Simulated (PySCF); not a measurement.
C₄H₅N.
Structure used (PBE0-D3(BJ)/def2-SVP), in Å, numbered top down from 1:
```xyz
10
C4H5N angstrom
C     -1.6963   -0.3773   -0.2626
C     -0.5120   -0.1943    0.3169
C      0.6457    0.5065   -0.3404
C      1.8446   -0.3253   -0.4167
N      2.7940   -0.9845   -0.4699
H     -1.8968   -0.0326   -1.2821
H     -2.5117   -0.8802    0.2629
H     -0.3364   -0.5579    1.3354
H      0.3781    0.8286   -1.3596
H      0.9118    1.4183    0.2232
```

The calculation used TDDFT wB97X-D/def2-SVPD, vertical, gas phase, core orbitals frozen in the response (PySCF 2.14.0, density-fitted response routines).

Kohn–Sham orbitals with the atoms that hold most of them (Löwdin shares over 4%, at most four atoms; ? is withheld):

```tsv
orbital	ε (eV)	atoms
HOMO-3	-12.39	N5 78%, C4 16%
HOMO-2	-11.47	N5 43%, C4 33%, C3 10%, C2 5%
HOMO-1	-11.40	?
HOMO	?	?
LUMO	1.31	C1 33%, C2 31%, C3 7%, H6 6%
LUMO+1	2.14	C1 19%, C3 18%, C4 17%, C2 11%
LUMO+2	2.61	N5 31%, C4 27%, C3 15%, H9 10%
```

Q: Which atoms hold the HOMO-1, and with what shares?

A: N5 (bonded to C) 46%; C4 (bonded to C and N) 34%; C3 (bonded to 2 C and 2 H) 8%. By element: nitrogen 46%, carbon 43% or more.

Q: Give the leading atoms of the HOMO.

A: C1 (bonded to C and 2 H) 39%; C2 (bonded to 2 C and H) 38%; C3 (bonded to 2 C and 2 H) 6%.

Q: What is the HOMO energy, and the HOMO–LUMO gap?

A: ε(HOMO) = -10.18 eV; the gap is 11.49 eV (0.4223 hartree).

Q: How does S1 compare with the orbital gap of 11.49 eV?

A: S1 is at 7.51 eV (f = 0.321), 3.98 eV below the gap, made of HOMO→LUMO (77%). Without the coupling terms of the response equations the lowest excitation would equal the gap.

Q: One configuration dominates each of S1 and S3. Which, and how do the shares of the two leading atoms of either orbital change from the occupied to the empty one?

A: 
- S1 (7.51 eV, f 0.321), HOMO→LUMO (77%): C1 39% → 33%, C2 38% → 31%
- S3 (7.88 eV, f 0.070), HOMO→LUMO+1 (84%): C1 39% → 19%, C2 38% → 11%, C3 6% → 18%

Cost: about 18 s of CPU time on one thread; the machine was shared, so the figure is rough.

One conformer stands for the species.
